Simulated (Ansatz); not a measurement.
Process, species as SMILES: OO (H2O2) → H2O2+ (doublet, bonded as OO) + e-
B3LYP-D3(BJ)/def2-TZVP geometries, fixed; electronic energies without zero-point terms.
Largest species:
```
O
H 1 0.9680
O 1 1.4504 2 100.54
H 3 0.9680 1 100.54 2 115.91
```
Charge 0, spin multiplicity 1.

How fast the adiabatic ionisation energy converges with the basis for several methods (Ansatz, an electronic-structure program): deviation from each method's own reference, in eV. References: B2PLYP 10.468 eV, the value in aug-pcseg-3; B3LYP 10.522 eV, the value in aug-pcseg-3; CCSD(T) 10.634 eV, Hartree-Fock in cc-pVQZ plus the correlation part extrapolated as X^-3 from cc-pVTZ and cc-pVQZ; HF 9.637 eV, the value in def2-QZVPPD; MP2 10.634 eV, Hartree-Fock in cc-pVQZ plus the correlation part extrapolated as X^-3 from cc-pVTZ and cc-pVQZ; PBE 10.261 eV, the value in aug-pcseg-3. All functions are spherical. In correlated methods cores are frozen. Open shells are unrestricted. No added dispersion term, no relativity. 

```json
[
 {"basis": "aug-cc-pVDZ", "functions": "64", "B2PLYP": "-0.040", "B3LYP": "-0.006", "CCSD(T)": "-0.180", "HF": "0.060", "MP2": "-0.209", "PBE": "-0.007"},
 {"basis": "pcseg-2", "functions": "88", "B2PLYP": "-0.021", "B3LYP": "0.004", "CCSD(T)": "-0.126", "HF": "0.035", "MP2": "-0.141", "PBE": "-0.006"},
 {"basis": "jun-cc-pV(T+d)Z", "functions": "106", "B2PLYP": "-0.009", "B3LYP": "0.011", "CCSD(T)": "-0.105", "HF": "0.021", "MP2": "-0.117", "PBE": "0.009"},
 {"basis": "6-311++G(3df,3pd)", "functions": "114", "B2PLYP": "-0.001", "B3LYP": "0.020", "CCSD(T)": "-0.097", "HF": "0.032", "MP2": "-0.109", "PBE": "0.015"},
 {"basis": "aug-cc-pVTZ", "functions": "138", "B2PLYP": "0.003", "B3LYP": "0.012", "CCSD(T)": "-0.066", "HF": "0.017", "MP2": "-0.080", "PBE": "0.011"},
 {"basis": "aug-pcseg-2", "functions": "138", "B2PLYP": "0.000", "B3LYP": "0.014", "CCSD(T)": "-0.083", "HF": "0.027", "MP2": "-0.103", "PBE": "0.016"},
 {"basis": "cc-pVQZ", "functions": "170", "B2PLYP": "-0.052", "B3LYP": "-0.051", "CCSD(T)": "-0.098", "HF": "-0.013", "MP2": "-0.106", "PBE": "-0.067"},
 {"basis": "def2-QZVPPD", "functions": "198", "B2PLYP": "-0.002", "B3LYP": "-0.002", "CCSD(T)": "-0.054", "HF": "0.000", "MP2": "-0.061", "PBE": "-0.001"}
]
```

Mean absolute deviation over pcseg-2, jun-cc-pV(T+d)Z, 6-311++G(3df,3pd), aug-cc-pVTZ, aug-pcseg-2: B2PLYP 0.007, PBE 0.011, B3LYP 0.012, HF 0.026, CCSD(T) 0.095, MP2 0.110 eV.
